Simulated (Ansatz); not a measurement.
Geometry optimisation, RKS PBE0/6-31G* in Ansatz 0.2.0.

Input:

```yaml
crystal:
  periodic: [false, false, false]
  atoms:
    - { symbol: B, position_ang: [0.04421, -0.188895, 0.285681] }
    - { symbol: "N", position_ang: [0.070665, -0.325014, 1.752092] }
    - { symbol: H, position_ang: [-0.745748, -0.579734, 2.286684] }
    - { symbol: H, position_ang: [0.935458, -0.396397, 2.268068] }
    - { symbol: H, position_ang: [1.081411, -0.051478, -0.294079] }
    - { symbol: H, position_ang: [-1.012423, -0.305894, -0.266112] }
    - { symbol: O, position_ang: [-0.357115, 2.383606, 0.470241] }
    - { symbol: H, position_ang: [-1.266435, 2.198582, 0.201979] }
    - { symbol: H, position_ang: [-0.259624, 1.864924, 1.303246] }
basis:
  gaussian: { orbitals: "6-31G*" }
hamiltonian:
  xc: pbe0
relax:
  f_tol: 0.03
  max_steps: 50
```

Command:

```bash
$ ansatz run input.yaml --threads 1 --pin off --max-ram 2048MiB --backend cpu --events-out ev --progress --plain --runs-dir out
```

Where does it end, and by what steps?

The forces met the threshold. After 11 steps the energy has fallen by 0.112 eV; O7 moved furthest, 0.27 Å.

```json
{"step": "0", "energy less start (eV)": "0.0000", "largest force component (eV/Å)": "2.257", "accepted": "yes"}
{"step": "1", "energy less start (eV)": "-0.0632", "largest force component (eV/Å)": "1.026", "accepted": "yes"}
{"step": "2", "energy less start (eV)": "-0.0690", "largest force component (eV/Å)": "1.503", "accepted": "yes"}
{"step": "3", "energy less start (eV)": "-0.0756", "largest force component (eV/Å)": "0.449", "accepted": "yes"}
{"step": "4", "energy less start (eV)": "-0.0978", "largest force component (eV/Å)": "0.433", "accepted": "yes"}
{"step": "5", "energy less start (eV)": "-0.1078", "largest force component (eV/Å)": "0.343", "accepted": "yes"}
{"step": "6", "energy less start (eV)": "-0.1090", "largest force component (eV/Å)": "0.230", "accepted": "yes"}
{"step": "7", "energy less start (eV)": "-0.1091", "largest force component (eV/Å)": "0.264", "accepted": "yes"}
{"step": "8", "energy less start (eV)": "-0.1054", "largest force component (eV/Å)": "0.474", "accepted": "no"}
{"step": "9", "energy less start (eV)": "-0.1113", "largest force component (eV/Å)": "0.075", "accepted": "yes"}
{"step": "10", "energy less start (eV)": "-0.1055", "largest force component (eV/Å)": "0.539", "accepted": "no"}
{"step": "11", "energy less start (eV)": "-0.1116", "largest force component (eV/Å)": "0.017", "accepted": "yes"}
```

```xyz
9
Properties=species:S:1:pos:R:3
B 0.076 -0.331 0.305
N 0.088 -0.378 1.701
H -0.734 -0.559 2.259
H 0.940 -0.349 2.243
H 1.111 -0.203 -0.282
H -0.977 -0.438 -0.260
O -0.437 2.603 0.612
H -1.281 2.383 0.199
H -0.296 1.873 1.231
```

Time of the run: 25 s on 1 thread of Arm Neoverse V1 (shared host), peak memory 0.12 GiB.
